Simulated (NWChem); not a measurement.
The numbers come from NWChem runs, not from measurements. System: H₆Si₂, charge 1, spin multiplicity 2, at the geometry of a parent with another charge or spin, in a state set for the comparison that need not be this species' ground state. Its SCF solution wasn't tested for a lower state. Level: UHF/def2-TZVP.

NWChem printed:

```
             Northwest Computational Chemistry Package (NWChem) 7.3.0
             --------------------------------------------------------

                                NWChem Input Module
                                -------------------

 Scaling coordinates for geometry "geometry" by  1.889725989
 (inverse scale =  0.529177249)

 Turning off AUTOSYM since
 SYMMETRY directive was detected!

                             Geometry "geometry" -> ""
                             -------------------------

 Output coordinates in angstroms (scale by  1.889725989 to convert to a.u.)

  No.       Tag          Charge          X              Y              Z
 ---- ---------------- ---------- -------------- -------------- --------------
    1 Si                  14.0000     1.17592100     0.05208100     0.00000000
    2 Si                  14.0000    -1.17592100    -0.05208100     0.00000000
    3 H                    1.0000     1.66629200     0.78060200     1.22296100
    4 H                    1.0000     1.66629200     0.78060200    -1.22296100
    5 H                    1.0000     1.76009700    -1.33555400     0.00000000
    6 H                    1.0000    -1.66629200    -0.78060200     1.22296100
    7 H                    1.0000    -1.66629200    -0.78060200    -1.22296100
    8 H                    1.0000    -1.76009700     1.33555400     0.00000000

 Effective nuclear repulsion energy (a.u.)      89.9741794733

            Nuclear Dipole moment (a.u.)
            ----------------------------
        X                 Y               Z
 ---------------- ---------------- ----------------
     0.0000000000     0.0000000000     0.0000000000

      Symmetry information
      --------------------

 Group name             C2h
 Group number             21
 Group order               4
 No. of unique centers     3

      Symmetry unique atoms

     1    3    5


 Summary of "ao basis" -> "" (spherical)
 ------------------------------------------------------------------------------
       Tag                 Description            Shells   Functions and Types
 ---------------- ------------------------------  ------  ---------------------
 *                         def2-tzvp                  on all atoms

 Summary of "ao basis" -> "ao basis" (spherical)
 ------------------------------------------------------------------------------
       Tag                 Description            Shells   Functions and Types
 ---------------- ------------------------------  ------  ---------------------
 Si                        def2-tzvp                13       37   5s5p2d1f
 H                         def2-tzvp                 4        6   3s1p

                                 NWChem SCF Module
                                 -----------------

  ao basis        = "ao basis"
  functions       =   110
  atoms           =     8
  alpha electrons =    17
  beta  electrons =    16
  charge          =   1.00
  wavefunction    = UHF
  use symmetry    = T
  symmetry adapt  = T

 Summary of "ao basis" -> "ao basis" (spherical)
 ------------------------------------------------------------------------------
       Tag                 Description            Shells   Functions and Types
 ---------------- ------------------------------  ------  ---------------------
 Si                        def2-tzvp                13       37   5s5p2d1f
 H                         def2-tzvp                 4        6   3s1p

      Symmetry analysis of basis
      --------------------------

        ag         36
        au         19
        bg         19
        bu         36

 Forming initial guess at       0.1s

   Symmetry analysis of molecular orbitals - initial alpha
   -------------------------------------------------------

  Numbering of irreducible representations:

     1 ag          2 au          3 bg          4 bu

  Orbital symmetries:

     1 bu          2 ag          3 ag          4 bu          5 ag
     6 bu          7 au          8 bu          9 bg         10 ag
    11 ag         12 bu         13 au         14 bu         15 ag
    16 bg         17 ag         18 au         19 bu         20 bu
    21 ag         22 bg         23 ag         24 bu         25 ag
[...]
 Vector   20  Occ=0.000000D+00  E=-7.839795D-02  Symmetry=bu
              MO Center=  1.4D-15,  1.3D-16,  1.1D-16, r^2= 8.1D+00
   Bfn.  Coefficient  Atom+Function         Bfn.  Coefficient  Atom+Function
  ----- ------------  ---------------      ----- ------------  ---------------
     5      1.675068  1 Si s                 42     -1.675068  2 Si s
    18     -1.315762  1 Si px                55     -1.315762  2 Si px
    15     -0.362017  1 Si px                52     -0.362017  2 Si px
     3     -0.164148  1 Si s                 40      0.164148  2 Si s
     4      0.159759  1 Si s                 41     -0.159759  2 Si s

                     UHF Final Beta Molecular Orbital Analysis
                     -----------------------------------------

 Vector   14  Occ=1.000000D+00  E=-7.127803D-01  Symmetry=au
              MO Center= -1.2D-13, -4.3D-14,  2.7D-14, r^2= 4.3D+00
   Bfn.  Coefficient  Atom+Function         Bfn.  Coefficient  Atom+Function
  ----- ------------  ---------------      ----- ------------  ---------------
    17      0.262601  1 Si pz                54      0.262601  2 Si pz
    76      0.150724  3 H  s                 82     -0.150724  4 H  s
    94      0.150724  6 H  s                100     -0.150724  7 H  s

 Vector   15  Occ=1.000000D+00  E=-6.799235D-01  Symmetry=ag
              MO Center=  4.6D-14,  2.9D-15, -3.0D-14, r^2= 4.6D+00
   Bfn.  Coefficient  Atom+Function         Bfn.  Coefficient  Atom+Function
  ----- ------------  ---------------      ----- ------------  ---------------
    16      0.259801  1 Si py                53     -0.259801  2 Si py
    88     -0.185900  5 H  s                106     -0.185900  8 H  s

 Vector   16  Occ=1.000000D+00  E=-6.799164D-01  Symmetry=bg
              MO Center=  1.1D-13,  3.9D-14,  2.1D-14, r^2= 4.6D+00
   Bfn.  Coefficient  Atom+Function         Bfn.  Coefficient  Atom+Function
  ----- ------------  ---------------      ----- ------------  ---------------
    17      0.260060  1 Si pz                54     -0.260060  2 Si pz
    76      0.160989  3 H  s                 82     -0.160989  4 H  s
    94     -0.160989  6 H  s                100      0.160989  7 H  s

 Vector   17  Occ=0.000000D+00  E=-3.177029D-01  Symmetry=ag
              MO Center=  1.1D-14,  1.2D-15,  1.8D-14, r^2= 3.1D+00
   Bfn.  Coefficient  Atom+Function         Bfn.  Coefficient  Atom+Function
  ----- ------------  ---------------      ----- ------------  ---------------
    15      0.297247  1 Si px                52     -0.297247  2 Si px
    18      0.163169  1 Si px                55     -0.163169  2 Si px

 Vector   18  Occ=0.000000D+00  E=-7.191991D-02  Symmetry=bu
              MO Center=  3.7D-14, -5.2D-14,  2.0D-14, r^2= 4.7D+00
   Bfn.  Coefficient  Atom+Function         Bfn.  Coefficient  Atom+Function
  ----- ------------  ---------------      ----- ------------  ---------------
    19      0.737769  1 Si py                56      0.737769  2 Si py
    89      0.723816  5 H  s                107     -0.723816  8 H  s
    77     -0.361850  3 H  s                 83     -0.361850  4 H  s
    95      0.361850  6 H  s                101      0.361850  7 H  s

 Vector   19  Occ=0.000000D+00  E=-7.191531D-02  Symmetry=au
              MO Center=  1.8D-13,  6.4D-14,  1.7D-14, r^2= 4.7D+00
   Bfn.  Coefficient  Atom+Function         Bfn.  Coefficient  Atom+Function
  ----- ------------  ---------------      ----- ------------  ---------------
    20      0.738486  1 Si pz                57      0.738486  2 Si pz
    77     -0.626822  3 H  s                 83      0.626822  4 H  s
    95     -0.626822  6 H  s                101      0.626822  7 H  s

 center of mass
 --------------
 x =  -0.00000000 y =   0.00000000 z =   0.00000000

 moments of inertia (a.u.)
 ------------------
          43.684375939428         -14.041954063721           0.000000000000
         -14.041954063721         360.103211517544           0.000000000000
           0.000000000000           0.000000000000         360.725210222975

  Mulliken analysis of the total density
  --------------------------------------

    Atom       Charge   Shell Charges
 -----------   ------   -------------------------------------------------------
    1 Si  14    13.80   2.00  0.59  1.39  0.89  0.48  4.12  1.73  0.50  1.51  0.31  0.11  0.15  0.02
    2 Si  14    13.80   2.00  0.59  1.39  0.89  0.48  4.12  1.73  0.50  1.51  0.31  0.11  0.15  0.02
    3 H    1     0.90   0.22  0.53  0.14  0.01
    4 H    1     0.90   0.22  0.53  0.14  0.01
    5 H    1     0.90   0.22  0.53  0.14  0.01
    6 H    1     0.90   0.22  0.53  0.14  0.01
    7 H    1     0.90   0.22  0.53  0.14  0.01
    8 H    1     0.90   0.22  0.53  0.14  0.01

  Mulliken analysis of the alpha density
  --------------------------------------

    Atom       Charge   Shell Charges
 -----------   ------   -------------------------------------------------------
    1 Si  14     7.08   1.00  0.29  0.69  0.45  0.23  2.07  0.86  0.28  0.88  0.16  0.06  0.09  0.01
    2 Si  14     7.08   1.00  0.29  0.69  0.45  0.23  2.07  0.86  0.28  0.88  0.16  0.06  0.09  0.01
    3 H    1     0.47   0.12  0.28  0.07  0.01
    4 H    1     0.47   0.12  0.28  0.07  0.01
    5 H    1     0.47   0.12  0.28  0.07  0.01
    6 H    1     0.47   0.12  0.28  0.07  0.01
    7 H    1     0.47   0.12  0.28  0.07  0.01
    8 H    1     0.47   0.12  0.28  0.07  0.01

   Mulliken analysis of the beta density
   -------------------------------------

    Atom       Charge   Shell Charges
 -----------   ------   -------------------------------------------------------
    1 Si  14     6.72   1.00  0.29  0.69  0.44  0.25  2.05  0.87  0.22  0.63  0.14  0.04  0.06  0.01
    2 Si  14     6.72   1.00  0.29  0.69  0.44  0.25  2.05  0.87  0.22  0.63  0.14  0.04  0.06  0.01
    3 H    1     0.43   0.11  0.25  0.06  0.01
    4 H    1     0.43   0.11  0.25  0.06  0.01
    5 H    1     0.43   0.11  0.25  0.06  0.01
    6 H    1     0.43   0.11  0.25  0.06  0.01
    7 H    1     0.43   0.11  0.25  0.06  0.01
    8 H    1     0.43   0.11  0.25  0.06  0.01

   Mulliken analysis of the spin density
   -------------------------------------

    Atom       Charge   Shell Charges
 -----------   ------   -------------------------------------------------------
    1 Si  14     0.37   0.00  0.00 -0.00  0.00 -0.02  0.01 -0.01  0.05  0.25  0.02  0.02  0.03  0.00
    2 Si  14     0.37   0.00  0.00 -0.00  0.00 -0.02  0.01 -0.01  0.05  0.25  0.02  0.02  0.03  0.00
    3 H    1     0.04   0.01  0.03  0.01  0.00
    4 H    1     0.04   0.01  0.03  0.01  0.00
    5 H    1     0.04   0.01  0.03  0.01  0.00
    6 H    1     0.04   0.01  0.03  0.01  0.00
    7 H    1     0.04   0.01  0.03  0.01  0.00
    8 H    1     0.04   0.01  0.03  0.01  0.00

       Multipole analysis of the density wrt the origin
       ------------------------------------------------

     L   x y z        total         alpha         beta         nuclear
     -   - - -        -----         -----         ----         -------
     0   0 0 0      1.000000    -17.000000    -16.000000     34.000000

     1   1 0 0      0.000000     -0.000000      0.000000      0.000000
     1   0 1 0      0.000000      0.000000      0.000000      0.000000
     1   0 0 1      0.000000      0.000000      0.000000      0.000000

     2   2 0 0    -12.240499   -109.431951   -102.860016    200.051468
     2   1 1 0      0.320831     -3.912544     -3.680968      7.914344
     2   1 0 1      0.000000     -0.000000      0.000000      0.000000
     2   0 2 0    -19.468513    -21.274715    -19.908421     21.714624
     2   0 1 1     -0.000000     -0.000000     -0.000000      0.000000
     2   0 0 2    -19.482702    -21.101483    -19.745234     21.364015

 Task  times  cpu:        3.1s     wall:        3.1s

 Total times  cpu:        3.2s     wall:        3.2s
```

Task: Write an NWChem input that would produce this output.

Result: Several could match; the one computed here: 
```
start mol
memory heap 200 mb stack 900 mb global 1100 mb
charge 1
geometry units angstroms nocenter noautoz
  Si     1.175921     0.052081     0.000000
  Si    -1.175921    -0.052081     0.000000
  H      1.666292     0.780602     1.222961
  H      1.666292     0.780602    -1.222961
  H      1.760097    -1.335554     0.000000
  H     -1.666292    -0.780602     1.222961
  H     -1.666292    -0.780602    -1.222961
  H     -1.760097     1.335554     0.000000
  symmetry group C2h
end
basis spherical
  * library def2-tzvp
end
scf
  uhf
  nopen 1
  maxiter 100
  thresh 1e-7
  semidirect memsize 60000000 filesize 0
  # guess.movecs holds the orbitals of an unrestricted PBE0 run
  vectors input guess.movecs output mol.movecs
end
task scf energy
```
